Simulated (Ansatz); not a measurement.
**BSiHO+ (quartet): from Hartree-Fock to the top rungs, def2-TZVPP**

One table from this session's results is given with a row withheld; the runs are named, their logs left out.

The runs use Ansatz 0.2.0, Gaussian basis; def2-TZVPP, core rule «outside noble gas», up to 7 orbitals frozen.

To be run: UHF; ROHF; CCSD(T) on UHF.

2 further runs of the same task are left out: 2 set aside as unsound or not needed.

## The geometry

The geometry is a PBE0/def2-TZVP stationary point (not a proven minimum) of the parent state, kept for this charge and spin.

4 atoms, charge 1, spin multiplicity 4.

Atoms are counted from 1 here; the program's logs count them from 0.

Bond lengths: B1–Si2 1.959 Å, Si2–O3 1.524 Å, Si2–H4 1.489 Å. Angles: B1–Si2–O3 122.2°, B1–Si2–H4 110.8°, O3–Si2–H4 127.0°.

The first run:

in.yaml reads:

```yaml
crystal:
  periodic: [false, false, false]
  atoms:
    - {symbol: B, position_ang: [0.000000, -0.531705, 1.776279]}
    - {symbol: Si, position_ang: [0.000000, 0.368430, 0.036582]}
    - {symbol: O, position_ang: [0.000000, -0.403858, -1.277481]}
    - {symbol: H, position_ang: [0.000000, 1.847527, 0.206498]}
basis:
  gaussian: {orbitals: def2-TZVPP}
total_charge: 1
magnetization: {spin_polarized: true, initial_magnetization: 3}
hamiltonian: {xc: hf}
output: {orbitals: {seedname: orbitals}}
```

Run with:

```sh
$ ansatz run in.yaml --threads 1 --pin off --events-out ev --progress --plain --max-ram 4096MiB --backend cpu
```

Steps of the session up to this table: UHF; ROHF; CCSD(T) on UHF.

One table of the session follows, with a row left open; its other results are not shown here.

It belongs to the step «Misses and costs». 

| method | from UCCSD(T) (meV) |
| --- | --- |
| ROHF | +9844.9 |
| UHF | ? |
| UMP2 | +1368.8 |
| UCCSD | +340.6 |
| UCCSD(T) | 0 |

**Question.** Estimate the row for UHF.

As computed: from UCCSD(T) (meV): +9655.3. In the column «from UCCSD(T) (meV)» it lies between UMP2 (+1368.8) and ROHF (+9844.9).
